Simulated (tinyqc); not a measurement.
A ladder of methods, and size consistency: correlation methods against full CI in the sto-3g basis, for BH3, spin multiplicity 1. Computed by the program tinyqc with PySCF. All electrons correlated; +Q is the Davidson correction (1 - c0^2) E_corr. The last columns treat two copies 100 angstrom apart as one system. FCI is the lowest singlet.

Geometry (angstrom):

| atom | x | y | z |
|---|---|---|---|
| B | 0.0000 | 0.0000 | 0.0330 |
| H | 1.1580 | 0.0000 | 0.0000 |
| H | -0.5790 | 1.0030 | 0.0000 |
| H | -0.5790 | -1.0030 | 0.0000 |

RHF energy of one = -26.070391 hartree

Correlation energies (hartree):

| method | E_corr of one | share of FCI (%) | E_corr of two at 100 angstrom | two minus twice one (mhartree) |
|---|---|---|---|---|
| MP2 | -0.034988 | 69.0625 | -0.069975 | 0.0000 |
| CISD | -0.049450 | 97.6093 | -0.096300 | 2.5995 |
| CISD+Q | -0.050821 | 100.3159 | -0.101232 | 0.4103 |
| CCSD | -0.050320 | 99.3270 | -0.100640 | 0.0000 |
| CCSD(T) | -0.050536 | 99.7538 | -0.101072 | 0.0000 |
| FCI | -0.050661 | 100.0000 | - | - |

What does the comparison show, and why?

MP2 recovers 69 %, CISD 97.6 % and CCSD 99.3 % of the FCI value (c0^2 = 0.972 in CISD). MP2 and coupled cluster are size consistent, so their last column vanishes; CISD loses 2.60 mhartree, since a double excitation on each copy is a quadruple of the pair, and the Davidson correction leaves +0.41.
